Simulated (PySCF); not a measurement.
Simulated C 1s region for dimethylformamide, `CN(C)C=O`, binding energy against the vacuum level.

Every computed line was given a Gaussian of 0.6 eV full width at half maximum and an area set by the number of equivalent atoms; the highest printed point is 100. Method: delta-SCF UKS SCAN, pcX-2 on the ionised atom, pcseg-1 elsewhere, spin-free X2C (PySCF).

binding energy (eV), intensity and a bar:
```
    291.4          0 
    291.5          1 
    291.6          3 #
    291.7          7 ##
    291.8         17 #####
    291.9         33 ##########
    292.0         54 ################
    292.1         78 #######################
    292.2         95 #############################
    292.3        100 ##############################
    292.4         90 ###########################
    292.5         69 #####################
    292.6         46 ##############
    292.7         27 ########
    292.8         15 ####
    292.9         11 ###
    293.0         14 ####
    293.1         22 #######
    293.2         34 ##########
    293.3         44 #############
    293.4         50 ###############
    293.5         48 ##############
    293.6         40 ############
    293.7         29 #########
    293.8         17 #####
    293.9          9 ###
    294.0          4 #
    294.1          2 
    294.2          1 
    294.3          0
```

Q: How many maxima does the curve show, and how many computed lines lie under it?

A: The curve has 2 maxima (at 292.3 and 293.4 eV). Under it lie 2 lines from 2 inequivalent carbon sites.

Q: Decompose the envelope and assign each component. Numbering: `[CH3:1][N:2]([CH3:3])[CH:4]=[O:5]`.

A: 
```tsv
position (eV)	relative area	line	atoms	environment
292.28	2	C 1s	C1/C3	N-methyl carbon
293.43	1	C 1s	C4	amide carbonyl carbon
```

Q: What are the centre and the root-mean-square width of the whole band?

A: The area-weighted mean of the lines is 292.66 eV. Their own spread about it is 0.54 eV (rms) and each Gaussian has σ = 0.6/2.355 = 0.25 eV; the variances add, which gives 0.60 eV.

Lowest listed C 1s: C1/C3, bonded to N and 3 H. Highest, 1.15 eV above it: C4, bonded to O (double bond), N and H.

No satellites, vibrations or lifetime broadening are included. One atom of each set of topologically equivalent atoms was ionised and stands for the set; in this conformer not all members are related by symmetry, and their own values weren't computed. Isolated species at its PBE0-D3(BJ)/def2-SVP geometry, gas phase.

The run took 28 s of wall time on one thread of an Arm Neoverse V1, shared host, and the process peaked at 0.42 GiB of memory.

Conformer computed: `[CH3:1][N:2]([CH3:3])[CH:4]=[O:5]`: C1–N2–C4–O5 180°.
